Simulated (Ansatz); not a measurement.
A calculation with Ansatz (development build ahead of 0.2.0).

```yaml
crystal:
  periodic: [false, false, false]
  atoms:
    - { symbol: "N", position_ang: [0.0, 0.0, 0.0] }
    - { symbol: H, position_ang: [0.0, 2.35, 0.95] }
    - { symbol: H, position_ang: [2.035, -1.175, 0.95] }
    - { symbol: H, position_ang: [-2.035, -1.175, 0.95] }
basis:
  gaussian: { orbitals: pcseg-2 }
magnetization:
  spin_polarized: true
hamiltonian:
  xc: pbe
```

The input is written out in the form of the current development build from the run's settings.

Results

* Converged: yes
* Total energy: -56.04635 hartree
* Spin squared of the determinant: 2.668
* Stability test: minimum

Caution: charge can spread falsely over distant fragments; the unrestricted determinant is a mixture of spin states.
